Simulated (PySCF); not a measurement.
TDDFT excited states: C3

Compound: carbon trimer, C3 (singlet state).
Cartesian coordinates in Å at the PBE0-D3(BJ)/def2-TZVP level; atoms count from 1:
```
atom  x, y, z in Å
C1    -1.3340    0.3689    0.0829
C2    -0.0805    0.0721    0.0631
C3     1.1601   -0.2750    0.0594
```

The calculation used TDDFT CAM-B3LYP/aug-cc-pVTZ, vertical, gas phase, core orbitals frozen in the response (PySCF). Isolated species at its PBE0-D3(BJ)/def2-TZVP geometry, gas phase.

```csv
state,E (eV),ν̃ (cm⁻¹),f,|μ| (D),symmetry,"main configurations (H = HOMO, L = LUMO)"
S1,3.55,28610,0.024,1.34,Πu,H→L/L+1 (99%)
S2,3.55,28620,0.024,1.34,Πu,H→L/L+1 (99%)
S3,3.64,29370,0.0000,0.00,–,H-2/H-1→L/L+1 (≥93%)
S4,3.94,31780,0.0000,0.00,–,H-2/H-1→L/L+1 (≥84%)
S5,3.94,31780,0.0000,0.00,–,H-2/H-1→L/L+1 (≥84%)
S6,4.71,37970,0.0000,0.00,–,"H-3→L/L+1 (87%), H-2/H-1→L/L+1 (12%)"
S7,4.71,37980,0.0001,0.06,–,"H-3→L/L+1 (87%), H-2/H-1→L/L+1 (12%)"
S8,7.92,63900,1.016,5.81,Σu+,H-2/H-1→L/L+1 (≥83%)
S9,9.13,73610,0.0010,0.17,–,H→L+2 (88%)
```

Triplets (Tamm–Dancoff): T1 2.26 eV, H→L/L+1 (≥96%); T2 2.26 eV, H→L/L+1 (≥96%); T3 2.84 eV, H-2/H-1→L/L+1 (≥96%).

The lowest singlet level (S1/S2) lies at 3.55 eV (349 nm, ultraviolet) and is of moderate strength. The strongest level in the table is S8 at 7.92 eV (157 nm, f = 1.016). S1/S2, S4/S5 and S6/S7 lie within about 0.01 eV of each other in each set; the point group D∞h has degenerate representations, and within a degenerate level the listed configurations can mix freely. The listed states span 5.58 eV, and the widest gap between neighbours is 3.21 eV (S7 to S8). The oscillator strengths of these states sum to 1.065; summed over the whole spectrum of an exact calculation they would give the number of electrons, 18 (Thomas–Reiche–Kuhn). Orbital energies (eV): HOMO-3 -12.08, HOMO-2 -12.03, HOMO-1 -12.02, HOMO -11.18, LUMO -3.38, LUMO+1 -3.38, LUMO+2 0.95. No computed singlet lies in the visible range (380 to 750 nm); the lowest, at 349 nm, stands 0.28 eV above its violet end (3.26 eV); a Tamm–Dancoff triplet lies at 549 nm, without intensity as long as spin–orbit coupling is left out. Symmetry labels in D∞h follow from the direction of the transition dipole and are given only for states with f of 0.002 or more. Orbitals of the list HOMO-3 to LUMO+2 that lie within 0.01 eV of each other are written together with a slash and their weights summed (≥ marks a lower bound); for degenerate orbitals outside that list single weights are arbitrary. The window holds the lowest 10 singlets. The highest level found (9.68 eV, f 0.0000 so far) is left out, since the window may have cut off a degenerate partner.
